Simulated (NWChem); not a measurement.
System: Li cation

The following NWChem deck was run.

```
start job
memory heap 200 mb stack 900 mb global 1100 mb
charge 1
geometry units angstroms noautoz
  Li     0.000000     0.000000     0.000000
end
basis spherical
  * library cc-pvqz
end
dft
  xc b3lyp
  iterations 150
  mulliken
end
task dft energy
```

NWChem printed, in part:

```
             Northwest Computational Chemistry Package (NWChem) 7.3.0
             --------------------------------------------------------

                             Geometry "geometry" -> ""
                             -------------------------

 Output coordinates in angstroms (scale by  1.889725989 to convert to a.u.)

  No.       Tag          Charge          X              Y              Z
 ---- ---------------- ---------- -------------- -------------- --------------
    1 Li                   3.0000     0.00000000     0.00000000     0.00000000

 Effective nuclear repulsion energy (a.u.)       0.0000000000

                                 NWChem DFT Module
                                 -----------------

 Summary of "ao basis" -> "ao basis" (spherical)
 ------------------------------------------------------------------------------
       Tag                 Description            Shells   Functions and Types
 ---------------- ------------------------------  ------  ---------------------
 Li                         cc-pvqz                 15       55   5s4p3d2f1g

            General Information
            -------------------
          SCF calculation type: DFT
          Wavefunction type:  closed shell.
          No. of atoms     :     1
          No. of electrons :     2
           Alpha electrons :     1
            Beta electrons :     1
          Charge           :     1
          Spin multiplicity:     1
          Use of symmetry is: off; symmetry adaption is: off
          Maximum number of iterations: 150
          AO basis - number of functions:    55
                     number of shells:    15
          Convergence on energy requested:  1.00D-06
          Convergence on density requested:  1.00D-05
          Convergence on gradient requested:  5.00D-04

              XC Information
              --------------
                         B3LYP Method XC Potential
                     Hartree-Fock (Exact) Exchange  0.200
                        Slater Exchange Functional  0.800 local
                    Becke 1988 Exchange Functional  0.720 non-local
              Lee-Yang-Parr Correlation Functional  0.810
                  VWN I RPA Correlation Functional  0.190 local

             Grid Information
             ----------------
          Grid used for XC integration:  medium
          Radial quadrature: Mura-Knowles
          Angular quadrature: Lebedev.
          Tag              B.-S. Rad. Rad. Pts. Rad. Cut. Ang. Pts.
          ---              ---------- --------- --------- ---------
          Li                  1.45       49          12.0       434
          Grid pruning is: on
          Number of quadrature shells:    49
          Spatial weights used:  Erf1

      Superposition of Atomic Density Guess
      -------------------------------------

 Sum of atomic energies:          -7.43269506

 Renormalizing density from       3.00 to      2

      Non-variational initial energy
      ------------------------------

 Total energy =      -5.436007
 1-e energy   =      -6.475767
 2-e energy   =       1.039760
 HOMO         =      -3.138815
 LUMO         =      -0.348813

     ---------------------------------------------
      Total Density - Mulliken Population Analysis
     ---------------------------------------------

    Atom       Charge   Shell Charges
 -----------   ------   -------------------------------------------------------
    1 Li   3     2.00   2.31 -0.31  0.00  0.00 -0.00  0.00  0.00  0.00  0.00  0.00  0.00 -0.00  0.00  0.00 -0.00

   convergence    iter        energy       DeltaE   RMS-Dens  Diis-err
 ---------------- ----- ----------------- --------- --------- ---------
 d= 0,ls=0.0,diis     1     -7.2721092505 -7.27D+00  1.75D-02  2.19D-01
 d= 0,ls=0.0,diis     2     -7.2851492117 -1.30D-02  2.55D-03  6.68D-03
 d= 0,ls=0.0,diis     3     -7.2855068691 -3.58D-04  2.38D-05  3.81D-07
 d= 0,ls=0.0,diis     4     -7.2855068932 -2.41D-08  7.84D-08  3.55D-11

         Total DFT energy =       -7.285506893195
      One electron energy =       -8.880461352826
           Coulomb energy =        3.289098094091
    Exchange-Corr. energy =       -1.694143634460
 Nuclear repulsion energy =        0.000000000000

 Numeric. integr. density =        2.000000000232

                       DFT Final Molecular Orbital Analysis
                       ------------------------------------

 Vector    1  Occ=2.000000D+00  E=-2.351890D+00
              MO Center=  1.9D-18,  3.6D-18,  2.2D-17, r^2= 1.3D-01
   Bfn.  Coefficient  Atom+Function         Bfn.  Coefficient  Atom+Function
  ----- ------------  ---------------      ----- ------------  ---------------
     1      1.006455  1 Li s                  3      0.039963  1 Li s
     4     -0.033732  1 Li s

 Vector    2  Occ=0.000000D+00  E=-2.573638D-01
              MO Center=  1.5D-15, -3.2D-15, -1.1D-15, r^2= 3.4D+00
   Bfn.  Coefficient  Atom+Function         Bfn.  Coefficient  Atom+Function
  ----- ------------  ---------------      ----- ------------  ---------------
     3      0.803224  1 Li s                  2      0.270064  1 Li s
     5      0.201328  1 Li s                  4      0.135315  1 Li s
     1     -0.092982  1 Li s

 Vector    3  Occ=0.000000D+00  E=-1.807078D-01
              MO Center=  1.4D-15,  1.9D-16, -3.3D-16, r^2= 4.2D+00
   Bfn.  Coefficient  Atom+Function         Bfn.  Coefficient  Atom+Function
  ----- ------------  ---------------      ----- ------------  ---------------
    11     -0.333763  1 Li pz                10      0.326071  1 Li py
    14     -0.242996  1 Li pz                13      0.237396  1 Li py
     9      0.177794  1 Li px                 8     -0.154320  1 Li pz
     7      0.150764  1 Li py                12      0.129443  1 Li px
     6      0.082206  1 Li px                17     -0.062786  1 Li pz

 Vector    4  Occ=0.000000D+00  E=-1.807078D-01
              MO Center= -2.7D-15,  8.7D-16,  1.5D-15, r^2= 4.2D+00
   Bfn.  Coefficient  Atom+Function         Bfn.  Coefficient  Atom+Function
  ----- ------------  ---------------      ----- ------------  ---------------
     9      0.392157  1 Li px                10     -0.297970  1 Li py
    12      0.285510  1 Li px                13     -0.216937  1 Li py
     6      0.181320  1 Li px                 7     -0.137771  1 Li py
    11     -0.082202  1 Li pz                15      0.073771  1 Li px
    14     -0.059847  1 Li pz                16     -0.056053  1 Li py

     ---------------------------------------------
      Total Density - Mulliken Population Analysis
     ---------------------------------------------

    Atom       Charge   Shell Charges
 -----------   ------   -------------------------------------------------------
    1 Li   3     2.00   2.01 -0.03  0.03 -0.02  0.00  0.00  0.00  0.00  0.00  0.00  0.00 -0.00  0.00  0.00  0.00

     -------------------------------------------
      Total Density - Lowdin Population Analysis
     -------------------------------------------

    Atom       Charge   Shell Charges
 -----------   ------   -------------------------------------------------------
    1 Li   3     2.00   1.18  0.78  0.03  0.01  0.00  0.00  0.00  0.00  0.00  0.00  0.00  0.00  0.00  0.00  0.00
```

Level: B3LYP/cc-pVQZ. B3LYP is NWChem's, with the RPA form of VWN correlation.
